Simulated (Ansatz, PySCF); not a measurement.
Reaction: CS (SMILES [C-]#[S+]) → CS+ (parent SMILES [C-]#[S+], doublet) + e-
Each species at its own B3LYP-D3(BJ)/def2-TZVP minimum (Ansatz, a first-principles code).

Total energies in hartree (Ansatz). UHF or UKS for unpaired electrons; spin-orbit terms are left out. Cores are frozen in correlated methods. No relativity. The T1 diagnostic of CS ([C-]#[S+], singlet) reaches 0.025 in the sets run. The UHF reference of CS+ (parent SMILES [C-]#[S+], doublet) is spin-contaminated (<S^2> up to 0.71 over the pure value in the sets run).

```tsv
species	HF/cc-pV(T+d)Z	CCSD(T)/cc-pV(T+d)Z	HF/cc-pV(Q+d)Z	CCSD(T)/cc-pV(Q+d)Z	CCSDT(Q)/cc-pV(Q+d)Z
1: CS (SMILES [C-]#[S+])	-435.35520	-435.69550	-435.36101	-435.72152	-435.72387
2: CS+ (parent SMILES [C-]#[S+], doublet)	-434.99266	-435.28157	-434.99891	-435.30440	-435.31000
```

Work out the adiabatic ionisation energy (0 K, zero-point energies from PySCF's Hessians at B3LYP-D3(BJ)/def2-TZVP) in eV: take Hartree-Fock from cc-pV(Q+d)Z, extrapolate the CCSD(T) correlation energy as X^-3 (X = 3, 4), and add CCSDT(Q) - CCSD(T) in cc-pV(Q+d)Z. The further terms named in the bracket sum to +0.00024 hartree. 1 hartree = 27.211 eV.


Species 1: correlation (64·(-0.36051) - 27·(-0.34030))/37 = -0.37526; step -0.00235; E1 = -435.36101 + (-0.37526) + (-0.00235) = -435.73862
Species 2: correlation (64·(-0.30549) - 27·(-0.28891))/37 = -0.31759; step -0.00560; E2 = -434.99891 + (-0.31759) + (-0.00560) = -435.32210
-1·E1 +1·E2 +0.00024 = 0.41676 hartree = 11.34 eV. Measured: 11.33 eV (CCCBDB table in ASE). The composite differs from it by +0.01 eV; core, relativistic and spin-orbit terms are not in it.
